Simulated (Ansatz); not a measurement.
## Isomers

Structures of CH4AlO, doublet, relaxed at PBE0-D4/def2-TZVP (vibrations not checked; lower isomers may exist, and structures with a doubtful reference or unclear bonds are left out). Program: Ansatz 0.2.0. Basis: def2-TZVPP. Cores are frozen in the correlated methods; orbitals are unrestricted. B3LYP uses VWN-RPA correlation.

Q: Rank them by CCSD(T) energy, lowest first, and give each one's height above the lowest. Links in brackets join atoms within 1.22 times the sum of their covalent radii (1.1 for two metals). (Judge from chemistry; the value comes from the calculation.)
A.
CH₄AlO ([CH2]1[OH][AlH]1)
```
7
angstrom
C -0.3305 -0.1823 -0.8496
O -0.1337 -1.2634 0.1804
Al 0.5333 0.5399 0.7536
H -1.3940 -0.0290 -1.0279
H 0.1746 -0.5041 -1.7563
H -0.5099 1.0011 1.8859
H -0.9791 -1.5900 0.5005
```
B.
CH₄AlO ([CH2][AlH][OH])
```
7
angstrom
C -0.5498 0.6082 0.1405
Al 0.9115 -0.6336 0.2876
O 0.9469 -1.8084 1.5127
H -0.6053 1.3755 -0.6308
H -1.4147 0.6392 0.8016
H 0.2664 -1.9138 2.1746
H 2.1381 -0.6317 -0.7033
```
C.
CH₄AlO ([CH3][O][AlH])
```
7
angstrom
C -0.7685 -0.4031 -1.0242
O -0.0483 -0.7159 0.1320
Al 0.3678 0.0241 1.5894
H -1.1823 0.6127 -0.9968
H -0.1213 -0.4841 -1.9036
H -0.1550 1.5306 1.8351
H -1.5983 -1.1059 -1.1521
```

A: Computed: B (0.00 kcal/mol), C (9.07 kcal/mol), A (42.34 kcal/mol). Heights count from the lowest.

Q: Do PBE-D4, r2SCAN-D4, PBE0-D4, B3LYP-D4, wB97M-V, HF, MP2 give the same order? (A judgement: the text doesn't fix the answer.)

A: Computed: All do.

No T1 diagnostic of these runs exceeds 0.015. ⟨S²⟩ of the unrestricted Hartree–Fock references: 0.75 to 0.76 (a pure state has 0.75).

For scale, one of the runs: CCSD(T)/def2-TZVPP, 160 basis functions, launched by `ansatz run in.yaml --threads 2 --pin off --events-out ev --progress --plain --max-ram 4352MiB`. The run took 67 s on 2 CPU threads of an Arm Neoverse V2 (shared host), with 2.7 GiB of host memory at its peak.
